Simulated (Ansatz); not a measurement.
# doublet NS: levels of theory in one basis

```json
{"atom": "N", "x (Å)": "0.0000", "y (Å)": "0.0000", "z (Å)": "0.0000"}
{"atom": "S", "x (Å)": "0.0000", "y (Å)": "0.0000", "z (Å)": "1.5687"}
```

Basis set: def2-SVP (spherical functions). Left uncorrelated: 6 orbitals. Correlation on ROHF uses semicanonical orbitals with singles. Charge 0, multiplicity 2.

Computed with Ansatz (development build ahead of 0.2.0); each method stands on the lowest determinant of its kind that the runs found.

```tsv
method	E − E(ROHF) (eV)	<S²> of the determinant
ROHF	0.00	0.75
UHF	-0.73	1.33
ROHF-MP2	-7.88	–
ROHF-CCSD(T)	-8.68	–
UHF-CCSD(T)	-8.63	1.33
```

Task: What does UHF-MP2 give on the same scale?

Result: -6.88 eV.

Caution for ROHF, ROHF-MP2, ROHF-CCSD(T): an unrestricted determinant lies well below. Caution for UHF, UHF-MP2, UHF-CCSD(T): the unrestricted determinant is spin contaminated.
